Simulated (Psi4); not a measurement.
# AlBH4O (SMILES B[O][AlH2]) at B2PLYP/cc-pVTZ (density fitting, density fitting for correlation, sweep point 3)

What is the vertical ionisation energy of AlBH4O at B2PLYP/cc-pVTZ (density fitting, density fitting for correlation, sweep point 3)? 

The results are computed with Psi4 1.11.

4 further runs of the same task are left out: 4 set aside as unsound or not needed.

### 1 Starting point

The species is AlBH4O (7 atoms), meant as a singlet with charge 0. SMILES: `B[O][AlH2]`. The shape comes from GFN2-xTB, which is rough for such elements, and wasn't checked as a minimum.

Bond lengths: B1–O2 1.337 Å, O2–Al3 1.663 Å, B1–H4 1.177 Å, B1–H5 1.177 Å, Al3–H6 1.534 Å, Al3–H7 1.534 Å. Angles: B1–O2–Al3 179.9°, O2–B1–H4 119.6°, O2–B1–H5 119.5°, O2–Al3–H6 118.9°, O2–Al3–H7 118.9°, H4–B1–H5 120.9°, H6–Al3–H7 122.3°.

### 2 The energy at B2PLYP/cc-pVTZ (density fitting, density fitting for correlation, sweep point 3)

The input, input.inp:

```
memory 1.6 GB

molecule geom {
  0 1
  B     -1.239790     0.460500    -0.755050
  O     -0.151010     0.055000    -0.092790
  Al     1.203290    -0.447170     0.732080
  H     -1.722060    -0.243360    -1.565440
  H     -1.702020     1.516540    -0.519180
  H      1.819640     0.486770     1.781480
  H      1.791950    -1.828280     0.418900
  symmetry c1
}

set {
  reference            rks
  puream               true
  scf_type             df
  num_frozen_docc      7
  dft_radial_points    35
  dft_spherical_points 110
}

e_tot, wfn = energy('b2plyp/cc-pVTZ', return_wfn=True)
```

Started as:

```console
$ psi4 -i input.inp -o input.out -n 1
```

input.out:

```text
[...]
  Running in c1 symmetry.
[...]
  Nuclear repulsion =   86.754310919700998
[...]
  Multiplicity = 1
[...]
  Nalpha       = 15
  Nbeta        = 15
[...]
    Number of basis functions: 150
[...]
   @DF-RKS iter   1:  -344.53502486544011   -8.42299e-01   4.34555e-03 ADIIS/DIIS
[...]
   @DF-RKS iter   7:  -344.68613387298501   -5.28403e-08   3.53449e-07 DIIS
[...]
    Orbital Energies [Eh]
    ---------------------
    Doubly Occupied:
       1A    -57.069447     2A    -19.722521     3A     -7.119508
       4A     -4.455038     5A     -2.912680     6A     -2.908124
       7A     -2.906179     8A     -1.135598     9A     -0.641002
      10A     -0.503783    11A     -0.491014    12A     -0.449204
      13A     -0.443556    14A     -0.375164    15A     -0.332895
[...]
  @DF-RKS Final Energy:  -344.68613387298501
   => Energetics <=
    Nuclear Repulsion Energy =             86.7543109197009983
    One-Electron Energy =                -648.6631951855374609
    Two-Electron Energy =                 232.9590997023594809
    DFT Exchange-Correlation Energy =     -15.7363493095079807
    Empirical Dispersion Energy =           0.0000000000000000
    VV10 Nonlocal Energy =                  0.0000000000000000
    Total Energy =                       -344.6861338729850104
[...]
 Multipole Moments:
 ------------------------------------------------------------------------------------
     Multipole            Electronic (a.u.)      Nuclear  (a.u.)        Total (a.u.)
 ------------------------------------------------------------------------------------
 L = 1.  Multiply by 2.5417464519 to convert [e a0] to [Debye]
 Dipole X            :          0.5495907           -0.2943533            0.2552374
 Dipole Y            :         -0.2061690            0.1114919           -0.0946771
 Dipole Z            :          0.3299411           -0.1760965            0.1538446
 Magnitude           :                                                    0.3126948
[...]
```

It took 5.4 s on 1 thread of Intel Xeon Platinum 8259CL at 2.50GHz (Skylake/Cascade Lake), shared host; peak memory 0.45 GiB.

### 3 The doublet cation

The input, job.inp:

```
memory 1.6 GB

molecule geom {
  1 2
  B     -1.239790     0.460500    -0.755050
  O     -0.151010     0.055000    -0.092790
  Al     1.203290    -0.447170     0.732080
  H     -1.722060    -0.243360    -1.565440
  H     -1.702020     1.516540    -0.519180
  H      1.819640     0.486770     1.781480
  H      1.791950    -1.828280     0.418900
  units angstrom
  symmetry c1
}

set reference uks
set puream true
set scf_type df
set num_frozen_docc 7
set dft_radial_points 35
set dft_spherical_points 110
set maxiter 150

energy("b2plyp/cc-pVTZ")
```

Started as:

```console
$ psi4 job.inp job.out -n 1
```

job.out:

```text
[...]
  Running in c1 symmetry.
[...]
  Nuclear repulsion =   86.754310919700998
[...]
  Multiplicity = 2
[...]
  Nalpha       = 15
  Nbeta        = 14
[...]
    Number of basis functions: 150
[...]
   @DF-UKS iter   1:  -344.14015810468197   -4.47433e-01   4.16689e-03 DIIS/ADIIS
[...]
   @DF-UKS iter  10:  -344.31802601445622   -8.11349e-07   8.15882e-07 DIIS
[...]
   @S^2 Observed:                7.686819532E-01
[...]
    Orbital Energies [Eh]
    ---------------------
    Alpha Occupied:
       1A    -57.295743     2A    -20.061772     3A     -7.386922
       4A     -4.682439     5A     -3.138835     6A     -3.136655
       7A     -3.133032     8A     -1.462557     9A     -0.936290
      10A     -0.816073    11A     -0.773016    12A     -0.754933
      13A     -0.668758    14A     -0.645431    15A     -0.584433
    Alpha Virtual:
      16A     -0.208455    17A     -0.180259    18A     -0.145436
      19A     -0.090176    20A     -0.061360    21A     -0.034304
      22A     -0.022685    23A     -0.003452    24A     -0.001105
      25A      0.026041    26A      0.027763    27A      0.033147
[...]
  @DF-UKS Final Energy:  -344.31802601445622
   => Energetics <=
    Nuclear Repulsion Energy =             86.7543109197009983
    One-Electron Energy =                -640.9910766618972957
    Two-Electron Energy =                 225.4872614241306508
    DFT Exchange-Correlation Energy =     -15.5685216963905901
    Empirical Dispersion Energy =           0.0000000000000000
    VV10 Nonlocal Energy =                  0.0000000000000000
    Total Energy =                       -344.3180260144562226
[...]
 Multipole Moments:
 ------------------------------------------------------------------------------------
     Multipole            Electronic (a.u.)      Nuclear  (a.u.)        Total (a.u.)
 ------------------------------------------------------------------------------------
 L = 1.  Multiply by 2.5417464519 to convert [e a0] to [Debye]
 Dipole X            :         -0.1736244           -0.2943533           -0.4679777
 Dipole Y            :          0.0636667            0.1114919            0.1751586
 Dipole Z            :         -0.1093333           -0.1760965           -0.2854298
 Magnitude           :                                                    0.5754597
[...]
```

It took 7.2 s on 1 thread of Intel Xeon Platinum 8259CL at 2.50GHz (Skylake/Cascade Lake), shared host; peak memory 0.45 GiB.

### 4 Outcome

Level: B2PLYP/cc-pVTZ (density fitting, density fitting for correlation, sweep point 3), 7 core orbitals frozen.

```
                                                                quantity          value
                                            singlet AlBH4O: total energy  -344.82225 Eh
                       singlet AlBH4O: HOMO energy (SCF part's orbitals)       -9.06 eV
                       singlet AlBH4O: LUMO energy (SCF part's orbitals)       -0.37 eV
                     singlet AlBH4O: HOMO–LUMO gap (SCF part's orbitals)        8.69 eV
                                            doublet cation: total energy  -344.44937 Eh
doublet cation: HOMO energy (SCF part's orbitals) (highest over α and β)      -14.99 eV
 doublet cation: LUMO energy (SCF part's orbitals) (lowest over α and β)      -10.96 eV
                                                    doublet cation: ⟨S²⟩          0.769
                      vertical ionisation energy (to the doublet cation)      10.147 eV
```

In words: Removing an electron at fixed nuclei costs 10.15 eV (234 kcal/mol). The negative HOMO energy of the first species, 9.06 eV, lies 1.09 eV below that difference.
